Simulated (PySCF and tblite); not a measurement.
Results of a calculation; reference values are marked as such.
Conformer ensemble of 1,2-dichloroethane, C₂H₄Cl₂, numbered as in [Cl:1][CH2:2][CH2:3][Cl:4]

Conformers came from 60 starts (ETKDG and KDG, MMFF94s, GFN2-xTB); geometries are PBE0-D3(BJ)/def2-SVP. Weights use PBE0-D3(BJ)/pcSseg-1, grid level 1 energies plus GFN2-xTB zero-point and thermal terms (modes under about 100 cm⁻¹ blended into free rotors). Symmetry numbers and mirror images are counted. Conformers within 5 kcal/mol (GFN2-xTB free energy) were kept, 4 at most. GIAO shieldings: PBE0/pcSseg-1, grid level 1. (PySCF 2.14, tblite 0.8.)

Torsions listed: Cl1–C2–C3–Cl4. Of a mirror pair one member is shown.

```
conformer  shape   symmetry  E(GFN2, own minimum) kcal/mol  E(DFT) kcal/mol  G(298.15 K) kcal/mol  weight %  dipole D
        1   180°        C2h                           0.00             0.00                  0.00      76.0      0.00
        2    66°  C2 (pair)                           1.38             1.14                  0.68      24.0      2.91
```

Weights (%) against temperature:

| T (K) | 1 | 2 | S(mix) cal/mol/K |
| --- | --- | --- | --- |
| 200 | 87.8 | 12.2 | 0.90 |
| 220 | 85.2 | 14.8 | 1.04 |
| 273.15 | 78.7 | 21.3 | 1.32 |
| 298.15 | 76.0 | 24.0 | 1.43 |
| 350 | 71.3 | 28.7 | 1.59 |

Coordinates of conformer 1 (Å):

```xyz
8

Cl   -2.049   -0.583   -0.258
C    -0.609    0.422    0.057
C     0.635   -0.424   -0.060
Cl    2.075    0.581    0.254
H    -0.600    1.242   -0.675
H    -0.704    0.848    1.064
H     0.626   -1.244    0.670
H     0.731   -0.850   -1.068
```

Coordinates of conformer 2 (Å):

```xyz
8

Cl   -1.538    1.271   -0.705
C    -0.746   -0.109    0.093
C     0.741   -0.143   -0.154
Cl    1.586    1.237    0.586
H    -0.963   -0.042    1.168
H    -1.203   -1.027   -0.305
H     1.162   -1.061    0.282
H     0.959   -0.130   -1.231
```
